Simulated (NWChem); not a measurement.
# tert-butyl cation (C4H9 cation); SMILES C[C+](C)C

All runs: NWChem. Structure relaxed at the B3LYP/6-31G* (spherical d) level. Hybrids' shares of exact exchange are those that their runs print; pure functionals count as 0. The functionals differ in more than this share.

| row | share of exact exchange | highest occupied level (eV) |
|---|---|---|
| PBE/def2-SVP | 0.00 | -14.69 |
| HCTH/407/def2-SVP | 0.00 | -14.94 |
| B3LYP/def2-SVP | 0.20 | -16.01 |
| B97-2/def2-SVP | 0.21 | -16.00 |
| PBE0/def2-SVP | 0.25 | withheld |

Fit a straight line of the last column on the one before it, predict the withheld value, and compare with the run.


1. Means of the 4 shown rows: x = 0.103, y = -15.410. Slope Σ(x − x̄)(y − ȳ)/Σ(x − x̄)² = -0.2439/0.04208 = -5.797; intercept -14.816.
2. The shown rows scatter about the line by 0.092 (root mean square); the largest residual is +0.13, at PBE/def2-SVP.
3. At x = 0.25 (PBE0/def2-SVP; beyond the shown range) the line gives -16.27.
4. The run gives -16.24, +0.03 from the line, 0.3 times the scatter.
